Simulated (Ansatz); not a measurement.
A run of Ansatz (development build ahead of 0.2.0) on doublet CH at this shape:

```yaml
atoms:
  - { symbol: C, position_ang: [0.0000, 0.0000, 0.6160] }
  - { symbol: H, position_ang: [0.0000, 0.0000, -0.6160] }
```

Its results:

```json
{"Converged": "yes", "Reference energy": "-37.76428 hartree", "CCSD correlation energy": "-0.04741 hartree", "Triples correction": "-0.00002 hartree", "Total energy": "-37.81171 hartree", "Spin squared of the determinant": "0.750"}
```

Question: Which input gives this output? Name the method, the orbitals and the basis set, and write the input.

Answer: ROHF-CCSD(T) in STO-3G.

```yaml
crystal:
  periodic: [false, false, false]
  atoms:
    - { symbol: C, position_ang: [0.0, 0.0, 0.616] }
    - { symbol: H, position_ang: [0.0, 0.0, -0.616] }
basis:
  gaussian: { orbitals: STO-3G }
magnetization:
  initial_magnetization: 1
hamiltonian:
  xc: hf
correlation:
  method: ccsd_t
  frozen_orbitals: { C: 1, H: 0 }
```
